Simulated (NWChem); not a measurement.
System: water (H$_{2}$O); SMILES O

Program: NWChem. Coordinates come from a PBE-D3(BJ)/def2-SVP optimisation. Ions are spin-unrestricted doublets at the neutral geometry. Hybrids' shares of exact exchange are those that their runs print; pure functionals count as 0. The functionals differ in more than this share.

```
row                     share of exact exchange  ΔSCF ionisation energy minus −ε(HOMO) (eV)
----------------------  -----------------------  ------------------------------------------
PBE/def2-TZVP                              0.00                                        5.69
B3LYP/def2-TZVP                            0.20                                    withheld
BHandHLYP/def2-TZVP                        0.50                                        1.53
Hartree-Fock/def2-TZVP                     1.00                                       -2.92
```

**Question.** Fit a straight line of the last column on the one before it, predict the withheld value, and compare with the run.

**Answer.** 
1. Means of the 3 shown rows: x = 0.500, y = 1.433. Slope Σ(x − x̄)(y − ȳ)/Σ(x − x̄)² = -4.305/0.5000 = -8.610; intercept 5.738.
2. The shown rows scatter about the line by 0.068 (root mean square); the largest residual is +0.10, at BHandHLYP/def2-TZVP.
3. At x = 0.20 (B3LYP/def2-TZVP; inside the shown range) the line gives 4.02.
4. The run gives 4.07, +0.05 from the line, 0.7 times the scatter. The line crosses zero at a share of 0.67.
